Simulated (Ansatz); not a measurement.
CsCl-type TlCl, treated with LDA in Ansatz (PAW).

Run with plane-wave cutoff 520 eV, 8×8×8 k mesh, perturbation theory, force constants from a 4×4×4 q mesh, scalar-relativistic PAW data made under PBE.

Computed at the level's own relaxed cell.

```yaml
crystal:
  lattice:
    - [3.69441, 0.00000, 0.00000]
    - [0.00000, 3.69441, 0.00000]
    - [0.00000, 0.00000, 3.69441]
  atoms:
    - { symbol: Tl, position: [0.00000, 0.00000, 0.00000] }
    - { symbol: Cl, position: [0.50000, 0.50000, 0.50000] }
```

Harmonic phonon frequencies (cm⁻¹; i marks an imaginary mode; at Γ without the LO shift):

```tsv
q point	frequencies
Γ	0 0 0 64 64 64
R	___
```

Problem. Fill in the missing entries.

Solution. 
- R, frequencies: 48 48 48 149 149 149

No imaginary mode appears at these points.

Note: the run warned that the k mesh is coarse for the response to a field.

Ansatz is a program for electronic structure.
